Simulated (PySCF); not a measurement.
# Which determinant of CH lies lowest?

Unrestricted PBE0; H def2-TZVPPD, C def2-TZVPPD; no relativity (PySCF 2.14). Outer shells of the fragments: H 1s1; C 2s2 2p2.

Followed along the bond (rough minima from three points):

```tsv
2Ms+1	unpaired	⟨S²⟩ at the start	R at minimum (Å)	Te (eV)
2	π ↑	0.75	1.12	0.00
4	σ ↑, π ↑↑	3.75	1.09	0.54
```

Solutions found at the starting distance of 1.030 Å, counted from the lowest of them; the search is not exhaustive and high or unbound solutions are not listed, so other states can lie among these:

```json
{"2Ms+1": "2", "unpaired": "π ↑", "term": "²Π", "E (eV)": "0.00", "⟨S²⟩": "0.75", "⟨Lz²⟩": "1.00", "μ (D)": "-1.62"}
{"2Ms+1": "4", "unpaired": "σ ↑, π ↑↑", "term": "⁴Σ⁻", "E (eV)": "0.46", "⟨S²⟩": "3.75", "⟨Lz²⟩": "0.00", "μ (D)": "-0.59"}
{"2Ms+1": "2", "unpaired": "σ ↑, π ↑↓", "term": "mixed", "E (eV)": "1.71", "⟨S²⟩": "1.76", "⟨Lz²⟩": "2.01", "μ (D)": "-0.76"}
{"2Ms+1": "2", "unpaired": "σ ↓, π ↑↑", "term": "mixed", "E (eV)": "1.92", "⟨S²⟩": "1.76", "⟨Lz²⟩": "0.00", "μ (D)": "-0.93"}
{"2Ms+1": "2", "unpaired": "σ ↑", "term": "mixed", "E (eV)": "3.16", "⟨S²⟩": "0.76", "⟨Lz²⟩": "2.00", "μ (D)": "-0.74"}
{"2Ms+1": "2", "unpaired": "π ↑", "term": "²Π", "E (eV)": "6.93", "⟨S²⟩": "0.78", "⟨Lz²⟩": "1.01", "μ (D)": "-0.22"}
```

A term symbol is given only where ⟨S²⟩ and ⟨Lz²⟩ are close to those of a pure state; real π, δ and φ orbitals otherwise mix terms. A positive dipole means H(−)C(+).

Q: Compare the gap between the two lowest followed solutions at the starting distance with the gap between their minima.

A: At PBE0 the second solution (quartet, unpaired electrons σ ↑, π ↑↑) lies +0.46 eV from the first (doublet, unpaired electrons π ↑) at 1.030 Å and +0.54 eV at the minima; the two curves relax by different amounts, since their minima lie near 1.09 and 1.12 Å.

Counting both spins, an empty level lies below a filled one in some of these solutions, because spin and occupation are held.
